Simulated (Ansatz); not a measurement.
`C=C=CN` + H₂O → `C=C=CO` + NH₃ at 298.15 K and 1 bar (formal hydrolysis of a C–N bond).

Gas-phase electronic energies from Ansatz, PBE0-D4/def2-TZVP geometries. CCSD(T)/CBS is the MP2 limit (def2-TZVPP, def2-QZVPP) plus CCSD(T) − MP2 in def2-TZVPP, frozen cores. This one scheme is used for every species. Each species was taken in one conformer, which may not be the lowest.

```tsv
species	CCSD(T)/CBS energy (Eh)	H − E (kJ/mol)	S (J/(mol·K))
`C=C=CN`	-171.79482	208.6	285.5
H₂O	-76.37941	66.4	188.7
`C=C=CO`	-191.65809	175.5	281.7
NH₃	-56.50880	100.5	192.4
```

H − E and S are ideal-gas, rigid-rotor, harmonic terms from PBE0-D4/def2-TZVP, for one conformer and one mirror image of each species. 1 Eh = 2625.50 kJ/mol, R = 8.31446 J/(mol·K).

By hand: ΔE, ΔH, ΔS and ΔG.

ΔE = (-191.65809) + (-56.50880) − (-171.79482) − (-76.37941) = 0.00734 Eh = 19.3 kJ/mol. Δ(H − E) = 175.5 + 100.5 − 208.6 − 66.4 = 1.0, so ΔH = 20.3 kJ/mol. ΔS = 281.7 + 192.4 − 285.5 − 188.7 = -0.1 J/(mol·K). ΔG = 20.3 − 298.15 × (-0.1)/1000 = 20.3 kJ/mol.

By hand: the equilibrium constant, and the temperature at which ΔG would vanish if ΔH and ΔS stayed fixed.

log₁₀ K = −ΔG/(RT ln 10) = -3.6. ΔH and −TΔS have one sign here, so there is no such temperature. One of them is within its doubt of zero, so this could turn.

The number of gas molecules stays the same, so ΔS is small and ΔH decides. A doubt of 5 kJ/mol in ΔE shifts log₁₀ K by 0.9 here. Other conformers and mirror images would add mixing entropy, several J/(mol·K) or more a flexible species. These are equilibria of isolated gas molecules and say nothing of rates. Largest T1 diagnostic: 0.013 (customary marks: 0.02 for closed shells, 0.045 for open ones).
